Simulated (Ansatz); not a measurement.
Input and output for C4H4F2 (`FC1=CC(F)C1`).

```yaml
crystal:
  periodic: [false, false, false]
  atoms:
    - {symbol: F, position_ang: [-1.390305, 0.159551, -1.942733]}
    - {symbol: C, position_ang: [-0.541078, 0.103794, -0.938172]}
    - {symbol: C, position_ang: [0.786508, 0.104708, -0.868348]}
    - {symbol: C, position_ang: [0.715450, -0.134037, 0.613293]}
    - {symbol: F, position_ang: [1.267182, 0.852583, 1.402915]}
    - {symbol: C, position_ang: [-0.835222, -0.067896, 0.514418]}
    - {symbol: H, position_ang: [1.603046, 0.184272, -1.570013]}
    - {symbol: H, position_ang: [1.109099, -1.090667, 0.966176]}
    - {symbol: H, position_ang: [-1.381427, -0.968400, 0.804654]}
    - {symbol: H, position_ang: [-1.250052, 0.804891, 1.020909]}
basis:
  gaussian: {orbitals: ANO-RCC-VTZP}
hamiltonian: {xc: {name: r2SCAN50}}
output: {forces: true}
```

```sh
$ ansatz run in.yaml --threads 4 --pin off --events-out ev --progress --plain --max-ram 10444MiB
```

It prints (some lines left out):

```
Functional definition: r2SCAN50
  name "r2SCAN50"
  cite "Bursch, Neugebauer, Ehlert & Grimme, J. Chem. Phys. 156, 134105 (2022) doi:10.1063/5.0086040"
  cite "Furness, Kaplan, Ning, Perdew & Sun, J. Phys. Chem. Lett. 11, 8208 (2020) doi:10.1021/acs.jpclett.0c02405"
  cite "Furness, Kaplan, Ning, Perdew & Sun, J. Phys. Chem. Lett. 11, 9248 (2020) doi:10.1021/acs.jpclett.0c03077"
  parent r2scan
  parameter a = 0.5
  parameter k0 = 0.174
  parameter k1 = 0.065
  parameter a1 = 4.9479
  exchange = (1 - a)*r2scan_x(k0 = k0, k1 = k1, a1 = a1) + a*exact_x
  correlation = r2scan_c
1756 factors; their error is unknown
mean field evaluation 1: about -9645.1139 eV, gradient 4.3e1 eV
mean field evaluation 2: about -9646.6939 eV, gradient 3.3e1 eV
mean field evaluation 4: about -9648.8179 eV, gradient 2.4e0 eV
mean field evaluation 8: about -9648.8312 eV, gradient 1.1e-1 eV
mean field evaluation 16: about -9648.8809 eV, gradient 3.2e-3 eV
mean field -9648.88085580 eV, -354.5898312042 hartree, gradient 1.6e-5 eV, S^2 0.000000; 0 other end points of the search recorded, 0 dependent functions left out
the calculation of the forces begins
reference -9648.88086768 eV, -354.5898316411 hartree; 23, 23 occupied and 213, 213 virtual orbitals, 1756 factors
Total energy: -9648.88086768 eV, -354.5898316411 hartree
Relativity: scalar
Atom 0 at    -1.390305     0.159551    -1.942733 Å, force     0.525288    -0.033719     0.615916 eV/Å
Atom 1 at    -0.541078     0.103794    -0.938172 Å, force     0.286052    -0.014644    -0.196473 eV/Å
Atom 2 at     0.786508     0.104708    -0.868348 Å, force    -0.547509     0.014376     0.028610 eV/Å
Atom 3 at     0.715450    -0.134037     0.613293 Å, force     0.063855     0.134385     0.143111 eV/Å
Atom 4 at     1.267182     0.852583     1.402915 Å, force    -0.315164    -0.507324    -0.432564 eV/Å
Atom 5 at    -0.835222    -0.067896     0.514418 Å, force     0.065688     0.053547     0.003046 eV/Å
Atom 6 at     1.603046     0.184272    -1.570013 Å, force    -0.291386    -0.027256     0.234753 eV/Å
Atom 7 at     1.109099    -1.090667     0.966176 Å, force    -0.124412     0.367511    -0.107258 eV/Å
Atom 8 at    -1.381427    -0.968400     0.804654 Å, force     0.193663     0.284826    -0.109665 eV/Å
Atom 9 at    -1.250052     0.804891     1.020909 Å, force     0.143925    -0.271701    -0.179476 eV/Å
Dipole moment:    -0.055047    -0.289739    -0.007425 e Å
```

It took 11 s on 4 threads of an Arm Neoverse V2 on a shared host, with 0.96 GiB of host memory at the peak.
